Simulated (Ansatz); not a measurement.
```yaml
crystal:
  periodic: [false, false, false]
  atoms:
    - {symbol: Cr, position_ang: [0.000000, 0.000000, 0.000000]}
    - {symbol: B, position_ang: [0.000000, 0.000000, 2.230000]}
basis:
  gaussian: {orbitals: def2-TZVP}
magnetization: {spin_polarized: true, initial_magnetization: 5}
hamiltonian: {xc: pbe0}
relax: {f_tol: 0.004, max_steps: 80}
```

```sh
$ ansatz run in.yaml --threads 1 --pin off --events-out ev --progress --plain --max-ram 2176MiB
```

Steps of the relaxation (energy above the last step; positions in Å, forces in eV/Å):

```
2
step 1, 23.4 meV
Cr    0.000    0.000    0.000    0.000    0.000    0.417
B     0.000    0.000    2.230    0.000    0.000   -0.417
```

```
2
step 2, 6.2 meV
Cr    0.000    0.000    0.027    0.000    0.000    0.220
B     0.000    0.000    2.203    0.000    0.000   -0.220
```

```
2
step 3, 0.0 meV
Cr    0.000    0.000    0.053    0.000    0.000    0.014
B     0.000    0.000    2.177    0.000    0.000   -0.014
```

```
2
step 4, 0.0 meV
Cr    0.000    0.000    0.055    0.000    0.000    0.002
B     0.000    0.000    2.175    0.000    0.000   -0.002
```

Close pairs at the end: Cr1–B2 2.120 Å.

A stationary point of unrestricted PBE0 after 4 steps, with ⟨S²⟩ = 9.414 against 8.75 for a pure state. 30 s on 1 thread of AMD EPYC 9R14, shared host.
